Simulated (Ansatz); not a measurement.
Molecule (SMILES): FCl (F-Cl).
Atoms: F1, Cl2. Bonds: F1-Cl2.

Basis-set convergence of the highest harmonic wavenumber at CCSD(T) with Ansatz (a first-principles code). Each level at its own minimum, finite differences of forces, unscaled; the reference is a large set that could be run, not a limit. All functions are spherical. Cores are frozen. No added dispersion term, no relativity. Reference: the value in pcseg-3, 787 cm⁻¹, itself unsure by roughly 6 cm⁻¹ (its mean distance from def2-QZVPP, cc-pV(Q+d)Z, aug-pcseg-2). Deviations are taken from unrounded values. Cost is core time over that of def2-SVP, rough, on shared machines of one kind.

```json
[
 {"basis": "def2-SVP", "functions": "32", "highest harmonic wavenumber (cm⁻¹)": "719", "minus reference (cm⁻¹)": "-69", "cost": "1×"},
 {"basis": "cc-pV(D+d)Z", "functions": "37", "highest harmonic wavenumber (cm⁻¹)": "712", "minus reference (cm⁻¹)": "-76", "cost": "1×"},
 {"basis": "def2-SVPD", "functions": "50", "highest harmonic wavenumber (cm⁻¹)": "723", "minus reference (cm⁻¹)": "-64", "cost": "3×"},
 {"basis": "def2-TZVP", "functions": "68", "highest harmonic wavenumber (cm⁻¹)": "771", "minus reference (cm⁻¹)": "-16", "cost": "8×"},
 {"basis": "cc-pV(T+d)Z", "functions": "69", "highest harmonic wavenumber (cm⁻¹)": "773", "minus reference (cm⁻¹)": "-14", "cost": "10×"},
 {"basis": "def2-TZVPP", "functions": "73", "highest harmonic wavenumber (cm⁻¹)": "772", "minus reference (cm⁻¹)": "-15", "cost": "10×"},
 {"basis": "def2-TZVPD", "functions": "86", "highest harmonic wavenumber (cm⁻¹)": "770", "minus reference (cm⁻¹)": "-17", "cost": "20×"},
 {"basis": "def2-TZVPPD", "functions": "91", "highest harmonic wavenumber (cm⁻¹)": "771", "minus reference (cm⁻¹)": "-16", "cost": "20×"},
 {"basis": "cc-pV(Q+d)Z", "functions": "119", "highest harmonic wavenumber (cm⁻¹)": "784", "minus reference (cm⁻¹)": "-3", "cost": "80×"},
 {"basis": "def2-QZVPP", "functions": "127", "highest harmonic wavenumber (cm⁻¹)": "783", "minus reference (cm⁻¹)": "-4", "cost": "100×"}
]
```

The smallest set listed that lies within 50 cm⁻¹ of the reference with all its larger relatives (same family, alike in diffuse functions; a set with none counts only in the reference's own line) is def2-TZVP (68 functions, 8× in cost, -16 cm⁻¹ off).
